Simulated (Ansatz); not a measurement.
**Pulling the pair apart**

The pair of CH4O (SMILES CO, atoms 1–6) and SiH4 (SMILES [SiH4], atoms 7–11), both closed shells, in one local arrangement (a lower one may exist), relaxed at PBE0-D4/def2-TZVP:

C1  (-0.106, 0.029, -1.792)
O2  (-0.256, -0.974, -0.810)
H3  (0.954, 0.277, -1.833)
H4  (-0.662, 0.940, -1.541)
H5  (-0.418, -0.316, -2.784)
H6  (-1.184, -1.216, -0.758)
Si7  (0.334, 0.239, 1.885)
H8  (-0.789, 0.991, 1.268)
H9  (0.620, 0.861, 3.208)
H10  (1.553, 0.344, 1.048)
H11  (-0.046, -1.176, 2.110)
(Å)

SiH4 is shifted rigidly along the line between the mean atom positions of the two fragments (negative: closer). Counterpoise interaction energies in kJ/mol. Computed with Ansatz 0.2.0 (basis: def2-TZVPPD); correlated methods freeze the cores. B3LYP uses VWN-RPA correlation.

| shift (Å) | PBE0-D4 | B3LYP-D4 | MP2 |
| --- | --- | --- | --- |
| -0.30 | -6.7 | -4.9 | -4.8 |
| -0.15 | -9.2 | -8.3 | -7.7 |
| 0.00 | -10.1 | -9.7 | -8.8 |
| 0.15 | -9.9 | -9.7 | -8.8 |
| 0.36 | -8.9 | -8.8 | -7.9 |
| 0.75 | -6.3 | -6.0 | -5.5 |
| 1.51 | -2.8 | -2.3 | -2.4 |
| 3.01 | -0.5 | -0.4 | -0.5 |

Task: What does CCSD(T) give at these shifts? (An estimate is asked for; the value comes from the calculation.)

Result: Computed: -4.3, -7.5, -8.7, -8.8, -7.9, -5.6, -2.4, -0.5 kJ/mol. For zero shift, CCSD(T) at an estimated basis limit (MP2 extrapolated from triple and quadruple zeta, plus CCSD(T) − MP2 in triple zeta) gives -10.2 kJ/mol. These are counterpoise interaction energies, counted from the two frozen fragments.

No T1 diagnostic of these runs exceeds 0.011.

For scale, one of the runs: CCSD(T)/def2-TZVPPD, 261 basis functions, launched by `ansatz run in.yaml --threads 4 --pin off --events-out ev --progress --plain --max-ram 9574MiB`. Time: 60 s of wall clock on 4 CPU threads of an Intel Xeon Platinum 8259CL; the host was shared. Peak host memory: 6.1 GiB.
